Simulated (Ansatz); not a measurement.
## [SiH₃···H···Cl], doublet: the ladder up to UCCSDT(Q)

Geometry: a point of a hydrogen-transfer path between rigid fragments, not a stationary point.

```xyz
6

Si   -1.9281    0.0000    0.0000
H    -2.4229    1.3997    0.0000
H    -2.4229   -0.6999    1.2122
H    -2.4229   -0.6999   -1.2122
H     0.1449    0.0000    0.0000
Cl    1.7299    0.0000    0.0000
```

Basis cc-pVDZ; Ansatz 0.2.0. Only valence electrons are correlated (noble-gas cores frozen), which leaves 15 electrons in 46 orbitals. R marks a restricted (for open shells ROHF) determinant, U an unrestricted one. Active spaces: pair = (3e, 3o) about the gap; valence = (15e, 12o) chosen from the atoms' valence shells.

Full CI isn't at hand for all of this; UCCSDT(Q) serves as the reference, and is uncertain by about the last step of the cluster series. The frozen core follows each run's orbitals, which can shift R against U totals by a few meV.

For open shells CISD is restricted-active-space CI with the open shells as a complete middle space.

The UHF ⟨S²⟩ is 0.790. The T1 diagnostic (RCCSD) is 0.0194 and the largest doubles amplitude (RCCSD) is 0.053. The T1 diagnostic (UCCSD) is 0.0153.

Task: From what is known of these methods and the diagnostics, rank them by the size of their error in total energy against UCCSDT(Q) in cc-pVDZ, smallest first (an estimate: the text doesn't fix the numbers).
A. MRCISD+Q (valence space)
B. RCCSD
C. CASSCF (valence space)
D. RCCSDT
E. NEVPT2 (pair space)

Result: D (0.28 kcal/mol), A (1.16 kcal/mol), B (4.65 kcal/mol), E (29.65 kcal/mol), C (146.77 kcal/mol).

All errors are against UCCSDT(Q) in cc-pVDZ. Within each family the higher level lies nearer, as is usual though not guaranteed.

Natural occupations of CASSCF (valence space) about the gap: 1.985 1.975 1.975 1.954 1.005 0.046 0.024 0.019 0.019; effectively unpaired electrons, Σ n²(2−n)², 1.03.
